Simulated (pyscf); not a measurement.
Single points on ωB97X-D3(BJ)/def2-SVP structures (PySCF, gas phase).

Question: Estimate the classical barrier height and the reaction energy of HO–SiH₂–F + water (H₂O) → HO–SiH(OH)–F + hydrogen (H₂) at M06-2X/def2-TZVP. The step runs on the singlet surface, breaks H–Si, H–O and forms O–Si, H–H; take the separated reactants as zero.

Answer: ΔE‡ = 27.6 kcal/mol, ΔE = -28.1 kcal/mol. ωB97M-D3(BJ)/def2-TZVP gives 27.7 kcal/mol and -25.1 kcal/mol. Zero-point energy shifts the barrier by +0.1 kcal/mol. It is a four-centre exchange, with an imaginary mode of 1338i cm⁻¹. On the reactant side the descent ends in a complex (not fully relaxed), 4.2 kcal/mol under the separated species and 32.5 kcal/mol under the saddle at ωB97X-D3(BJ)/def2-TZVP. The same reactants have a lower exit, to HO–SiH₂–F + H₂O (barrier +19.5 kcal/mol at ωB97M-D3(BJ)/def2-TZVP, against +27.7 kcal/mol here). One saddle was located; it need not be the lowest between these sides.
